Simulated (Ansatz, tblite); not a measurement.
# (MgSe)2 ring (Mg₂Se₂): rung by rung

Aim: run the singlet of (MgSe)2 ring (Mg₂Se₂) at one geometry on many levels, and compare frontier levels, spin and run time.

The runs use Ansatz 0.2.0, Gaussian basis; as each input shows.

The runs, in order: GFN1-xTB, GFN2-xTB, PBE-D4/def2-TZVP, r2SCAN-D4/def2-TZVP, LC-ωPBE/def2-TZVP, PBE-QIDH/def2-TZVP, r2SCANh-D4/def2-TZVP, ωB97X-V/def2-TZVP, B97M-V/def2-TZVP, CAM-B3LYP-D4/def2-TZVP, ωB97M-V/def2-TZVP, PBE-D4/def2-SVP, PBE0-D4/def2-SVP, CCSD(T)/def2-TZVPP, MP2/def2-TZVP, RPA/def2-TZVP.

## Step 1: The relaxed structure

The geometry is that of the singlet, from an earlier relaxation (PBE0-D4/def2-SVP).

4 atoms, charge 0, spin multiplicity 1.

Bond lengths: Mg1–Se2 2.459 Å, Mg1–Se4 2.459 Å, Se2–Mg3 2.459 Å, Mg3–Se4 2.459 Å. Angles: Se2–Mg1–Se4 113.0°, Mg1–Se2–Mg3 67.0°, Se2–Mg3–Se4 113.0°, Mg1–Se4–Mg3 67.0°.

PBE0-D4/def2-TZVP was run before; its log isn't repeated, and its numbers join the tables.

## Step 2: GFN1-xTB

Tight binding, by tblite at 300 K electronic temperature and without a spin-polarisation term:

```python
tblite.interface.Calculator('GFN1-xTB', numbers, positions, charge=0, uhf=0).singlepoint()
```

Energy -222.6673 eV, HOMO -9.34 eV, LUMO -7.34 eV; 0.003 s.

## Step 3: GFN2-xTB

Tight binding, by tblite at 300 K electronic temperature and without a spin-polarisation term:

```python
tblite.interface.Calculator('GFN2-xTB', numbers, positions, charge=0, uhf=0).singlepoint()
```

Energy -205.3963 eV, HOMO -10.06 eV, LUMO -8.16 eV; 0.005 s.

## Step 4: PBE-D4/def2-TZVP

start.molden holds the orbitals of an earlier run on this state, given as this run's starting guess.

Input file in.yaml:

```yaml
crystal:
  periodic: [false, false, false]
  atoms:
    - {symbol: Mg, position_ang: [0.465605, 0.415098, -1.206293]}
    - {symbol: Se, position_ang: [-1.272276, 1.606062, 0.061603]}
    - {symbol: Mg, position_ang: [-0.466895, -0.416089, 1.205422]}
    - {symbol: Se, position_ang: [1.273576, -1.605070, -0.060721]}
basis:
  gaussian: {orbitals: def2-TZVP, initial_orbitals: start.molden}
hamiltonian: {xc: pbe, dispersion: d4}
scf: {omitted_lower_state_checks: [starts]}
output: {orbitals: {seedname: orbitals}}
```

The run is started by

```sh
$ ansatz run in.yaml --threads 4 --pin off --events-out ev --progress --plain --max-ram 3916MiB
```

After this run come: r2SCAN-D4/def2-TZVP; LC-ωPBE/def2-TZVP; PBE-QIDH/def2-TZVP; r2SCANh-D4/def2-TZVP; ωB97X-V/def2-TZVP; B97M-V/def2-TZVP; CAM-B3LYP-D4/def2-TZVP; ωB97M-V/def2-TZVP; PBE-D4/def2-SVP; PBE0-D4/def2-SVP; CCSD(T)/def2-TZVPP; MP2/def2-TZVP; RPA/def2-TZVP.

Q: Predict the results of all the runs planned. Wanted: gap in def2-TZVP, named functionals, smallest and largest; correlation energy, CCSD(T)/def2-TZVPP; correlation energy, MP2/def2-TZVP; binding an atom, CCSD(T)/def2-TZVPP; PBE0 total energy, smallest basis above largest.

**Answer**, as computed:

| quantity | value |
| --- | --- |
| gap in def2-TZVP, named functionals, smallest and largest | 1.65 eV (PBE-D4), 7.38 eV (LC-ωPBE) |
| correlation energy, CCSD(T)/def2-TZVPP | -26.06 eV |
| correlation energy, MP2/def2-TZVP | -24.84 eV |
| binding an atom, CCSD(T)/def2-TZVPP | 2.010 eV |
| PBE0 total energy, smallest basis above largest | 19.96 eV (def2-SVP, def2-TZVP) |

Orbital gaps of the named functionals in def2-TZVP span 1.65 eV (PBE-D4) to 7.38 eV (LC-ωPBE); exact exchange widens it. The functionals in def2-TZVP miss CCSD(T)/def2-TZVPP by +0.019 (CAM-B3LYP-D4) to +0.281 eV (r2SCAN-D4) an atom. The reference is CCSD(T) in one finite basis, so it carries an error of its own, often a tenth of an eV or more, and near misses can't be ranked.
